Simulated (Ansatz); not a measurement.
# CH2LiO radical (SMILES [Li][O][CH2]): one structure at several levels

An exercise on one series of results from a longer session: the logs are not shown, and one member is left open.

Program: Ansatz 0.2.0, Gaussian basis. Level of theory: single points in def2-TZVPP. These are calculated values, not measurements.

Cores are frozen in the correlated methods. The outer core shell of Li, Na, Mg and K is correlated. Orbitals are unrestricted. B3LYP uses VWN-RPA correlation.

## Starting geometry

5 atoms, charge 0, spin multiplicity 2.

Atoms are counted from 1 here; the program's logs count them from 0.

Bond lengths: Li1–O2 1.676 Å, O2–C3 1.374 Å, C3–H4 1.126 Å, C3–H5 1.102 Å. Angles: Li1–O2–C3 161.4°, O2–C3–H4 119.5°, O2–C3–H5 120.0°, H4–C3–H5 118.3°.

Coordinates:

```xyz
5
CH2LiO
Li   -2.3290    0.1253   -0.1538
O    -0.6625    0.0725   -0.3225
C     0.6749   -0.0244   -0.0205
H     1.1314   -1.0386    0.1537
H     1.2252    0.8631    0.3319
```

Set-up of the first run:

File run/in.yaml:

```yaml
crystal:
  periodic: [false, false, false]
  atoms:
    - {symbol: Li, position_ang: [-2.329000, 0.125300, -0.153800]}
    - {symbol: O, position_ang: [-0.662500, 0.072500, -0.322500]}
    - {symbol: C, position_ang: [0.674900, -0.024400, -0.020500]}
    - {symbol: H, position_ang: [1.131400, -1.038600, 0.153700]}
    - {symbol: H, position_ang: [1.225200, 0.863100, 0.331900]}
basis:
  gaussian: {orbitals: def2-TZVPP}
magnetization: {spin_polarized: true, initial_magnetization: 1}
correlation: {method: ccsd_t}
scf: {omitted_lower_state_checks: [cluster_reference]}
output: {forces: true}
```

The command line of these runs was not kept.

Steps of the session up to this table: CCSD(T)/def2-TZVPP; PBE0-D4/def2-TZVPP; wB97M-V/def2-TZVPP; r2SCAN-D4/def2-TZVPP; PBE-D4/def2-TZVPP; revPBE-D4/def2-TZVPP; B3LYP-D4/def2-TZVPP.

One of the session's tables, all rows but one given; the rest of the session is left out.

| method | RMS force component (eV/Å) | angle to CCSD(T) forces (°) | dipole (D) |
| --- | --- | --- | --- |
| CCSD(T) | 0.624 | reference | 6.61 |
| PBE0-D4 | 0.771 | 10.9 | 6.52 |
| wB97M-V | 0.714 | 5.6 | 6.55 |
| r2SCAN-D4 | 0.664 | 7.2 | 6.55 |
| PBE-D4 | 0.835 | 24.2 | 4.74 |
| revPBE-D4 | ? | ? | ? |
| B3LYP-D4 | 0.677 | 4.7 | 6.42 |

Estimate the missing values for revPBE-D4.

The run gave: RMS force component (eV/Å): 0.831; angle to CCSD(T) forces (°): 26.6; dipole (D): 4.44. In the column «RMS force component (eV/Å)» it lies between PBE0-D4 (0.771) and PBE-D4 (0.835).
